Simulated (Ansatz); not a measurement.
# FH: interaction energy of a dimer with the counterpoise correction

How strongly do two molecules of FH bind, and how much of that is basis error? Wanted for FH: the interaction energy of a dimer with the counterpoise correction.

All numbers are computed with Ansatz 0.2.0, driven from Python. Level of theory: Hartree-Fock/aug-cc-pVDZ.

## Step 1: Starting point

Bond lengths: H1–F2 0.935 Å.

The script holds or builds the structure itself.

## Step 2: The script

The input, dimer_fh.py:

```python
"""Interaction energy of two FH molecules, with the counterpoise correction."""

import ansatz as az

BASIS_SET = "aug-cc-pVDZ"
XC = "hf"

FIRST = [
    ("H", (0.0, 0.0, -0.4675)),
    ("F", (0.0, 0.0, 0.4675)),
]
SECOND = [
    ("H", (0.6044, -2.4652, 2.0565)),
    ("F", (-0.1485, -2.1251, 2.4945)),
]

def energy(atoms, ghosts=()):
    molecule = az.Crystal.molecule()
    for symbol, xyz in atoms:
        molecule = molecule.atom(symbol, xyz)
    calc = (
        molecule.calculation()
        .basis(gaussian=BASIS_SET)
        .functional(XC)
    )
    deck = calc.input()
    if ghosts:
        deck = deck.set(az.key.basis.gaussian.ghost_atoms, [{"symbol": s, "position_ang": list(xyz)} for s, xyz in ghosts])
    return az.Session.from_dict(deck).plan().execute().report["free_energy_ev"]


def main() -> None:
    # ghost atoms carry the functions of the partner
    both = energy(FIRST + SECOND)
    alone = energy(FIRST) + energy(SECOND)
    ghosted = energy(FIRST, SECOND) + energy(SECOND, FIRST)
    print(f"dimer {both:.6f} eV")
    print(f"interaction, uncorrected   {23.060548 * (both - alone):8.3f} kcal/mol")
    print(f"interaction, counterpoise  {23.060548 * (both - ghosted):8.3f} kcal/mol")
    print(f"basis-set superposition    {23.060548 * (alone - ghosted):8.3f} kcal/mol")


if __name__ == "__main__":
    main()
```

## Step 3: The input behind the calls

The package turns the script's settings into the engine's input (first run):

```yaml
crystal:
  periodic: [false, false, false]
  atoms:
    - { symbol: H, position_ang: [0.0, 0.0, -0.4675] }
    - { symbol: F, position_ang: [0.0, 0.0, 0.4675] }
    - { symbol: H, position_ang: [0.6044, -2.4652, 2.0565] }
    - { symbol: F, position_ang: [-0.1485, -2.1251, 2.4945] }
basis:
  gaussian:
    orbitals: aug-cc-pVDZ
hamiltonian:
  xc: hf
```

## Step 4: The run

On the command line:

```bash
$ python dimer_fh.py
```

**Question.** How large is the interaction at this pose, and how much of it is basis-set superposition?

**Answer**, as computed:

| quantity | value |
| --- | --- |
| interaction energy, uncorrected | 0.957 kcal/mol |
| interaction energy, counterpoise | 1.067 kcal/mol |
| runs compared | 5 |

What this shows: The pair is unbound at this geometry and level. Uncorrected it is 0.957 kcal/mol, with the counterpoise correction 1.067 kcal/mol; the difference, 0.110 kcal/mol, is the superposition error. In this basis both values are repulsive. Caveats:
- The dimer is a generated trial pose of unrelaxed monomers, not a minimum, so the figure is no binding energy, and the basis set is small.
- This level lacks the dispersion part of the attraction (electrostatics and induction are there), which can decide the sign where the interaction is weak.
